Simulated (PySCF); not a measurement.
## Oscillator strengths, rates and cross-sections

Compound: 2,2-difluoroethanol, C2H4F2O.
Cartesian coordinates in Å at the GFN2-xTB level; atoms count from 1:
```
atom  x, y, z in Å
O1    -1.4460    0.7209   -0.0167
C2    -0.5946   -0.3867   -0.0222
C3     0.8654    0.0327   -0.2150
F4     1.3042    0.6935    0.8891
F5     1.6607   -1.0505   -0.3569
H6    -1.2294    1.2852    0.7360
H7    -0.6688   -0.9696    0.9057
H8    -0.8920   -1.0144   -0.8647
H9     1.0141    0.6949   -1.0806
```

Method used: TDDFT B3LYP/def2-SVPD, vertical, gas phase, core orbitals frozen in the response (PySCF 2.14.0, density-fitted response routines).

Computed singlets with f of 0.002 or more:

| state | ν̃ (cm⁻¹) | f |
| --- | --- | --- |
| S1 | 58760 | 0.0071 |
| S2 | 65980 | 0.0025 |
| S3 | 68770 | 0.069 |
| S4 | 70570 | 0.0033 |
| S5 | 71530 | 0.021 |
| S6 | 75410 | 0.0079 |
| S7 | 76970 | 0.021 |
| S8 | 77710 | 0.023 |

Give A, τ, |μ| and ∫σ dE for each state.

A / s⁻¹ = 0.6670 f (ν̃ / cm⁻¹)² and τ = 1/A in vacuum; |μ| follows from f = (2/3) ΔE |μ|² (atomic units, 1 au = 2.5417 D); ∫σ dE = 109.76 f Mb·eV.

```tsv
state	A (s⁻¹)	τ	|μ| (D)	∫σ dE (Mb·eV)
S1	1.6×10⁷	61 ns	0.51	0.78
S2	7.3×10⁶	140 ns	0.28	0.28
S3	2.2×10⁸	4.6 ns	1.46	7.5
S4	1.1×10⁷	92 ns	0.31	0.36
S5	7.3×10⁷	14 ns	0.80	2.4
S6	3.0×10⁷	33 ns	0.47	0.87
S7	8.2×10⁷	12 ns	0.76	2.3
S8	9.4×10⁷	11 ns	0.80	2.6
```

Leading configurations: S1 H→L (98%); S2 H→L+1 (97%); S3 H→L+2 (98%); S4 H-1→L (97%); S5 H→L+3 (92%); S6 H→L+4 (84%); S7 H-1→L+1 (97%); S8 H-2→L (82%) (H = HOMO, L = LUMO).

The rates are for emission to S0 at the absorption energy, with no other channel.

Suppose S1 emitted 0.3 eV lower with the same transition dipole. How would A change?

At fixed |μ|, A goes as the cube of the energy: (6.99/7.29)³ = 0.88, which makes τ about 69 ns.

By what factor does the largest A in the list exceed the smallest?

S3 has 30 times the rate of S2.

What is the integrated cross-section of all computed states together?

Σf = 0.155 over S1 to S8, so 109.76 × Σf ≈ 17 Mb·eV.

Time: 16 s of wall time. Hardware: one thread of an Arm Neoverse V1 (shared host).

One conformer stands for the species.
